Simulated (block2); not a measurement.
**PN (phosphorus nitride): DMRG/ANO-RCC-MB, part 1 of 2**

Aim: the vertical singlet–triplet gap of PN (phosphorus nitride) at DMRG/ANO-RCC-MB, from 2 runs. 

The results are computed with block2 0.5.4.

3 further runs of the same task are left out: 1 that didn't finish, 2 set aside as unsound or not needed.

## (1) The molecule

The species is PN (2 atoms), meant as a singlet with charge 0. As SMILES, `N#P`. The bond length is the measured one.

Bond lengths: N1–P2 1.491 Å.

## (2) The energy at DMRG/ANO-RCC-MB

block2_dmrg.py reads:

```python
import numpy as np
from pyscf import cc, dft, gto, mcscf, mp, scf
from pyblock2._pyscf.ao2mo import integrals as itg
from pyblock2.driver.core import DMRGDriver, SymmetryTypes

mol = gto.M(atom="""
N      0.00000000     0.00000000     0.00000000
P      0.00000000     0.00000000     2.81732843
""", basis="ano-rcc-mb", unit="bohr", spin=0, verbose=4)
print("basis functions          = %d" % (mol.nao))
mf = scf.RHF(mol)
mf.conv_tol = 1e-10
mf.max_cycle = 200
mf.kernel()
if not mf.converged:
    mf = mf.newton().run(mf.mo_coeff, mf.mo_occ)
print(f"reference energy         = {mf.e_tot:.10f}")
# single-reference ladder for comparison
ref = mf
pt = mp.MP2(ref, frozen=6).run()
mycc = cc.CCSD(ref, frozen=6)
mycc.max_cycle = 150
mycc.kernel()
print("E(MP2)                   = %.10f" % (pt.e_tot))
if mycc.converged:
    print(f"E(CCSD)                  = {mycc.e_tot:.10f}")
    print("CCSD(T) total energy     = %.10f" % (mycc.e_tot + mycc.ccsd_t()))
    print("T1 diagnostic            = %.4f" % (mycc.get_t1_diagnostic()))
# a few density functionals on the same geometry and basis
ks = dft.RKS(mol, xc="pbe0").set(conv_tol=1e-9, verbose=3).run()
if ks.converged:
    print("E(PBE0)                  = %.8f" % (ks.e_tot))
ks = dft.RKS(mol, xc="pbe").set(conv_tol=1e-9, verbose=3).run()
if ks.converged:
    print(f"E(PBE)                   = {ks.e_tot:.8f}")
ks = dft.RKS(mol, xc="tpss").set(conv_tol=1e-9, verbose=3).run()
if ks.converged:
    print("E(TPSS)                  = %.8f" % (ks.e_tot))
ks = dft.RKS(mol, xc="hse06").set(conv_tol=1e-9, verbose=3).run()
if ks.converged:
    print("E(HSE06)                 = %.8f" % (ks.e_tot))
# natural orbitals of MP2 give a compact matrix product state
occ_no, mo = mcscf.addons.make_natural_orbitals(mp.MP2(mf, frozen=6).run())
mf.mo_coeff = mo
ncas, n_elec, spin, ecore, h1e, g2e, orb_sym = itg.get_rhf_integrals(mf, ncore=6, ncas=8, pg_symm=False, g2e_symm=1)
drv = DMRGDriver(scratch="./tmp", symm_type=SymmetryTypes.SU2, stack_mem=1500 << 20, n_threads=1)
# order the orbitals along the chain
idx = drv.orbital_reordering(h1e, g2e, method="fiedler")
print("orbital order:", idx.tolist())
h1e = h1e[np.ix_(idx, idx)]
g2e = g2e[np.ix_(idx, idx, idx, idx)]
orb_sym = np.array(orb_sym)[idx]
drv.initialize_system(n_sites=ncas, n_elec=n_elec, spin=spin, orb_sym=orb_sym)
mpo = drv.get_qc_mpo(h1e=h1e, g2e=g2e, ecore=ecore, iprint=0)
mps = drv.get_random_mps(tag="GS", bond_dim=25, nroots=1)
bond_dims = [25] * 2 + [50] * 2 + [100] * 2
noises = [0.0001] * 2 + [0.0001] * 2 + [1e-05] * 2 + [0]
thrds = [1e-09] * 6
e = drv.dmrg(mpo, mps, n_sweeps=12, tol=1e-06, bond_dims=bond_dims, noises=noises, thrds=thrds, iprint=1)
ms, dws, es = drv.get_dmrg_results()
print("discarded weight         = %.3e" % (dws[-1]))
print("total energy             = %.10f" % (e))
dm1 = drv.get_1pdm(mps)
print("NOONs                    =", np.round(np.linalg.eigvalsh(dm1)[::-1], 5).tolist())
c_act = mf.mo_coeff[:, 6:14][:, idx]
dm_ao = c_act @ dm1 @ c_act.T + 2 * mf.mo_coeff[:, :6] @ mf.mo_coeff[:, :6].T
print("dipole / D               =", np.round(scf.hf.dip_moment(mol, dm_ao, verbose=0), 4).tolist())
print(f"max block entropy        = {max(drv.get_bipartite_entanglement(mps)):.4f}")
csf, coef = drv.get_csf_coefficients(mps, cutoff=0.1, iprint=1)
print("c0^2                     = %.4f" % (np.max(np.abs(coef)) ** 2))
# FCI check
ci = mcscf.CASCI(mf, 8, (5, 5))
ci.fix_spin_(ss=0)
ci.fcisolver.conv_tol = 1e-10
ci.fcisolver.max_cycle = 200
ci.kernel()
print("FCI energy               = %.10f" % (ci.e_tot))
```

Launch:

```console
$ python block2_dmrg.py
```

Output:

```text
[INPUT] verbose = 4
[INPUT] num. atoms = 2
[INPUT] num. electrons = 22
[INPUT] charge = 0
[INPUT] spin (= nelec alpha-beta = 2S) = 0
[INPUT] symmetry False subgroup None
[INPUT] Mole.unit = bohr
[INPUT] Symbol           X                Y                Z      unit          X                Y                Z       unit  Magmom
[INPUT]  1 N      0.000000000000   0.000000000000   0.000000000000 AA    0.000000000000   0.000000000000   0.000000000000 Bohr   0.0
[INPUT]  2 P      0.000000000000   0.000000000000   1.490866000833 AA    0.000000000000   0.000000000000   2.817328430000 Bohr   0.0

nuclear repulsion = 37.2693502404333
number of shells = 4
number of NR pGTOs = 94
number of NR cGTOs = 14
basis = ano-rcc-mb
ecp = {}
CPU time:         1.37
basis functions          = 14

******** <class 'pyscf.scf.hf.RHF'> ********
method = RHF
initial guess = minao
damping factor = 0
level_shift factor = 0
DIIS = <class 'pyscf.scf.diis.CDIIS'>
diis_start_cycle = 1
diis_space = 8
diis_damp = 0
SCF conv_tol = 1e-10
SCF conv_tol_grad = None
SCF max_cycles = 200
direct_scf = True
direct_scf_tol = 1e-13
chkfile to save SCF result = tmppb58ixp6
max_memory 1800 MB (current use 122 MB)
Set gradient conv threshold to 1e-05
Initial guess from minao.
init E= -394.881108227395
  HOMO = -0.300108157589266  LUMO = -0.00488921536956399  gap/eV = 8.03332
cycle= 1 E= -394.776070732177  delta_E= 0.105  |g|= 0.277  |ddm|= 2.35
  HOMO = -0.399316994375861  LUMO = 0.12086523436208  gap/eV = 14.15488
cycle= 2 E= -394.763256239416  delta_E= 0.0128  |g|= 0.376  |ddm|= 0.746
  HOMO = -0.463637938829441  LUMO = 0.0805857589818293  gap/eV = 14.80908
cycle= 3 E= -394.807599852347  delta_E= -0.0443  |g|= 0.0354  |ddm|= 0.411
  HOMO = -0.466587692626482  LUMO = 0.0833222116252533  gap/eV = 14.96381
cycle= 4 E= -394.808385550643  delta_E= -0.000786  |g|= 0.00928  |ddm|= 0.105
  HOMO = -0.465478373514376  LUMO = 0.0819188750466872  gap/eV = 14.89544
cycle= 5 E= -394.808461557686  delta_E= -7.6e-05  |g|= 0.00103  |ddm|= 0.0443
  HOMO = -0.46567451074542  LUMO = 0.0821608846230932  gap/eV = 14.90736
cycle= 6 E= -394.808462638219  delta_E= -1.08e-06  |g|= 4.7e-05  |ddm|= 0.00586
  HOMO = -0.465667599210185  LUMO = 0.0821408676898589  gap/eV = 14.90663
cycle= 7 E= -394.808462639451  delta_E= -1.23e-09  |g|= 3.72e-06  |ddm|= 0.000169
  HOMO = -0.465671216278529  LUMO = 0.0821431480283094  gap/eV = 14.90679
cycle= 8 E= -394.808462639456  delta_E= -5.29e-12  |g|= 1.81e-07  |ddm|= 6.14e-06
  HOMO = -0.465671071650949  LUMO = 0.0821430846403249  gap/eV = 14.90678
Extra cycle  E= -394.808462639456  delta_E=    0  |g|= 2.27e-07  |ddm|= 4.81e-07
converged SCF energy = -394.808462639456
reference energy         = -394.8084626395

******** <class 'pyscf.mp.mp2.RMP2'> ********
nocc = 5, nmo = 8
frozen orbitals 6
max_memory 1800 MB (current use 130 MB)
E(RMP2) = -394.971081351124  E_corr = -0.162618711667673
E(SCS-RMP2) = -394.964733503542  E_corr = -0.156270864085338
E_corr(same-spin) = -0.0448518345183123
E_corr(oppo-spin) = -0.117766877149361

******** <class 'pyscf.cc.ccsd.CCSD'> ********
CC2 = 0
CCSD nocc = 5, nmo = 8
frozen orbitals 6
max_cycle = 150
direct = 0
conv_tol = 1e-07
conv_tol_normt = 1e-05
diis_space = 6
diis_start_cycle = 0
diis_start_energy_diff = 1e+09
max_memory 1800 MB (current use 130 MB)
Init t2, MP2 energy = -394.97108135096  E_corr(MP2) -0.162618711503365
Init E_corr(CCSD) = -0.162618711503385
cycle = 1  E_corr(CCSD) = -0.138869598053933  dE = 0.0237491134  norm(t1,t2) = 0.0406347
cycle = 2  E_corr(CCSD) = -0.147078566518242  dE = -0.00820896846  norm(t1,t2) = 0.0240441
cycle = 3  E_corr(CCSD) = -0.14710656801351  dE = -2.80014953e-05  norm(t1,t2) = 0.0101243
cycle = 4  E_corr(CCSD) = -0.149182158863238  dE = -0.00207559085  norm(t1,t2) = 0.00608065
cycle = 5  E_corr(CCSD) = -0.14932094290293  dE = -0.00013878404  norm(t1,t2) = 0.00108739
cycle = 6  E_corr(CCSD) = -0.149289085587351  dE = 3.18573156e-05  norm(t1,t2) = 0.000221794
cycle = 7  E_corr(CCSD) = -0.14930658097828  dE = -1.74953909e-05  norm(t1,t2) = 8.82782e-05
cycle = 8  E_corr(CCSD) = -0.14930868041381  dE = -2.09943553e-06  norm(t1,t2) = 1.17375e-05
cycle = 9  E_corr(CCSD) = -0.149308130632252  dE = 5.49781558e-07  norm(t1,t2) = 4.40474e-06
cycle = 10  E_corr(CCSD) = -0.149308447532437  dE = -3.16900185e-07  norm(t1,t2) = 1.72853e-06
cycle = 11  E_corr(CCSD) = -0.149308512152841  dE = -6.46204041e-08  norm(t1,t2) = 5.26281e-07
CCSD converged
E(CCSD) = -394.9577711516092  E_corr = -0.1493085121528411
E(MP2)                   = -394.9710813511
E(CCSD)                  = -394.9577711516
CCSD(T) correction = -0.00202248408053962
CCSD(T) total energy     = -394.9597936357
T1 diagnostic            = 0.0079
radial grids:
    Treutler-Ahlrichs [JCP 102, 346 (1995); DOI:10.1063/1.469408] (M4) radial grids

becke partition: Becke, JCP 88, 2547 (1988); DOI:10.1063/1.454033
pruning grids: <function nwchem_prune at 0x7f45660ab4c0>
grids dens level: 3
symmetrized grids: False
atomic radii adjust function: <function treutler_atomic_radii_adjust at 0x7f45660ab9c0>
tot grids = 33088
converged SCF energy = -395.562942373279
E(PBE0)                  = -395.56294237
radial grids:
    Treutler-Ahlrichs [JCP 102, 346 (1995); DOI:10.1063/1.469408] (M4) radial grids

becke partition: Becke, JCP 88, 2547 (1988); DOI:10.1063/1.454033
pruning grids: <function nwchem_prune at 0x7f45660ab4c0>
grids dens level: 3
symmetrized grids: False
atomic radii adjust function: <function treutler_atomic_radii_adjust at 0x7f45660ab9c0>
tot grids = 33088
converged SCF energy = -395.555100692105
E(PBE)                   = -395.55510069
radial grids:
    Treutler-Ahlrichs [JCP 102, 346 (1995); DOI:10.1063/1.469408] (M4) radial grids

becke partition: Becke, JCP 88, 2547 (1988); DOI:10.1063/1.454033
pruning grids: <function nwchem_prune at 0x7f45660ab4c0>
grids dens level: 3
symmetrized grids: False
atomic radii adjust function: <function treutler_atomic_radii_adjust at 0x7f45660ab9c0>
tot grids = 33088
converged SCF energy = -395.801690673476
E(TPSS)                  = -395.80169067
radial grids:
    Treutler-Ahlrichs [JCP 102, 346 (1995); DOI:10.1063/1.469408] (M4) radial grids

becke partition: Becke, JCP 88, 2547 (1988); DOI:10.1063/1.454033
pruning grids: <function nwchem_prune at 0x7f45660ab4c0>
grids dens level: 3
symmetrized grids: False
atomic radii adjust function: <function treutler_atomic_radii_adjust at 0x7f45660ab9c0>
tot grids = 33088
converged SCF energy = -395.585061239233
E(HSE06)                 = -395.58506124

******** <class 'pyscf.mp.mp2.RMP2'> ********
nocc = 5, nmo = 8
frozen orbitals 6
max_memory 1800 MB (current use 167 MB)
E(RMP2) = -394.971081351124  E_corr = -0.162618711667673
E(SCS-RMP2) = -394.964733503542  E_corr = -0.156270864085338
E_corr(same-spin) = -0.0448518345183123
E_corr(oppo-spin) = -0.117766877149361
orbital order: [6, 5, 4, 3, 1, 0, 2, 7]

Sweep =    0 | Direction =  forward | Bond dimension =   25 | Noise =  1.00e-04 | Dav threshold =  1.00e-09
Time elapsed =      0.226 | E =    -394.9527769022 | DW = 3.76083e-06

Sweep =    1 | Direction = backward | Bond dimension =   25 | Noise =  1.00e-04 | Dav threshold =  1.00e-09
Time elapsed =      0.382 | E =    -394.9633014290 | DE = -1.05e-02 | DW = 2.67828e-06

Sweep =    2 | Direction =  forward | Bond dimension =   50 | Noise =  1.00e-04 | Dav threshold =  1.00e-09
Time elapsed =      0.616 | E =    -394.9633083150 | DE = -6.89e-06 | DW = 5.01235e-09

Sweep =    3 | Direction = backward | Bond dimension =   50 | Noise =  1.00e-04 | Dav threshold =  1.00e-09
Time elapsed =      0.840 | E =    -394.9633083150 | DE = 2.44e-12 | DW = 1.86894e-07

Sweep =    4 | Direction =  forward | Bond dimension =  100 | Noise =  1.00e-05 | Dav threshold =  1.00e-09
Time elapsed =      1.180 | E =    -394.9633083151 | DE = -5.55e-11 | DW = 5.14988e-15

Sweep =    5 | Direction = backward | Bond dimension =  100 | Noise =  1.00e-05 | Dav threshold =  1.00e-09
Time elapsed =      1.512 | E =    -394.9633083151 | DE = 0.00e+00 | DW = 7.53004e-12

Sweep =    6 | Direction =  forward | Bond dimension =  100 | Noise =  0.00e+00 | Dav threshold =  1.00e-07
Time elapsed =      1.767 | E =    -394.9633083151 | DE = 7.11e-15 | DW = 2.48084e-20

discarded weight         = 2.481e-20
total energy             = -394.9633083151
NOONs                    = [1.99425, 1.98519, 1.96704, 1.89649, 1.89649, 0.11287, 0.11287, 0.03481]
dipole / D               = [-0.0, -0.0, 1.1367]
max block entropy        = 0.5756
mps center changed (temporarily)
DTRIE T =      0.001
Number of CSF =          5 (cutoff =       0.1)
Sum of weights of included CSF =    0.919350580951989

CSF          0 00222220  =   -0.936853057526863
CSF          1 20+-2220  =    0.102050304223441
CSF          2 02+-2220  =   -0.102050221673514
CSF          3 +-022220  =   -0.102050086050422
CSF          4 +-202220  =    0.102049973816498
c0^2                     = 0.8777

******** <class 'pyscf.mcscf.casci.CASCI'> ********
CAS (5e+5e, 8o), ncore = 6, nvir = 0
natorb = False
canonicalization = True
sorting_mo_energy = False
max_memory 1800 MB (current use 295 MB)
******** <class 'pyscf.fci.addons.SpinPenaltyFCISolver'> ********
max. cycles = 200
conv_tol = 1e-10
davidson only = True
linear dependence = 1e-12
level shift = 0.001
max iter space = 12
max_memory 1800 MB
nroots = 1
pspace_size = 400
spin = None
Density matrix diagonal elements [1.9941447  1.98468986 1.96688935 1.89645542 1.89645542 0.11290043
 0.11290043 0.03556438]
CASCI converged
CASCI E = -394.963308315269  E(CI) = -24.9413090452295  S^2 = 0.0000000
FCI energy               = -394.9633083153
```

Wall time 18 s (1 thread of Intel Xeon at 2.50GHz (Skylake/Cascade Lake), shared host); peak memory 0.28 GiB.

(Continued in part 2 of 2.)
